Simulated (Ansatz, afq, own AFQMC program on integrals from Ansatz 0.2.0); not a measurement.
## BH3 + HO, doublet in cc-pVTZ along one coordinate

```xyz
6

B    -1.4006    0.0307    0.0000
H    -1.9973    1.0643    0.0000
H    -1.9973   -1.0029    0.0000
H    -0.2071    0.0307    0.0000
O     1.1244    0.0307    0.0000
H     1.3763   -0.9092    0.0000
```

A hydrogen atom is moved from one rigid fragment to the other; the B1–H4 distance tells how far. The two fragments are held close together, so this isn't a minimum-energy path and the start is a compressed complex. Energies in kJ/mol count from this geometry (1.194 Å) at the same level; the start stands on UHF, each point on the determinant named.

Basis cc-pVTZ. Only valence electrons are correlated. AFQMC by an in-house program on the Cholesky factors that Ansatz 0.2.0 writes for its CCSD(T) run. The CISD trial takes its coefficients from CCSD amplitudes. Released means that phaseless walkers are propagated on without the constraint, phases kept. ± is one standard error of the sampling.

Cautions, each for one point or more: the ph-AFQMC/CISD walk drifts between its halves.

| r(B1–H4) / Å | det. | T1 | weight | ⟨S²⟩ | CCSD(T) | ph-AFQMC/CISD | released AFQMC | CCSD | B2PLYP |
| --- | --- | --- | --- | --- | --- | --- | --- | --- | --- |
| 1.291 | UHF | 0.023 | 0.88 | 0.78 | -11.2 | -13.4 ± 1.2 | -12.7 ± 1.6 | -9.1 | -11.7 |
| 1.340 | UHF | 0.020 | 0.88 | 0.78 | -17.6 | -18.2 ± 1.2 | -18.2 ± 1.6 | -14.8 | -17.7 |
| 1.389 | UHF | 0.017 | 0.88 | 0.78 | -25.2 | -26.1 ± 1.0 | -25.3 ± 1.3* | -22.1 | -24.4 |
| 1.437 | UHF | 0.015 | 0.88 | 0.77 | -33.1 | -34.1 ± 0.9 | – | -30.2 | -31.1 |
| 1.535 | UHF | 0.014 | 0.89 | 0.76 | -43.7 | -45.2 ± 1.2 | – | -42.2 | -38.7 |

Weight is that of the determinant in the CISD state; at the start T1 is 0.025 and the weight 0.87, and ⟨S²⟩ is 0.77. An asterisk marks released energies that aren't shown to be converged. A dash marks a missing value, a released energy that hasn't settled or a functional that sits on another state. Largest departures from phaseless AFQMC with a CISD trial: CCSD(T) 2.2 kJ/mol at 1.291 (on UHF) (within the noise), released AFQMC 0.7 kJ/mol at 1.291 (on UHF) (within the noise), CCSD 4.3 kJ/mol at 1.291 (on UHF), B2PLYP 6.5 kJ/mol at 1.535. The walk's constraint bias lies outside its error bars, so these are departures and not errors. Functionals count only at points shown to share the start's state and spin.

Some points may be missing: those where a free walk finds a much lower state, and past Zn most of those on another determinant than at the start.

A walk keeps the symmetry of its determinant, which the program's search chose and which needn't be the lowest solution, so a lower state of the same spin and another symmetry isn't excluded.
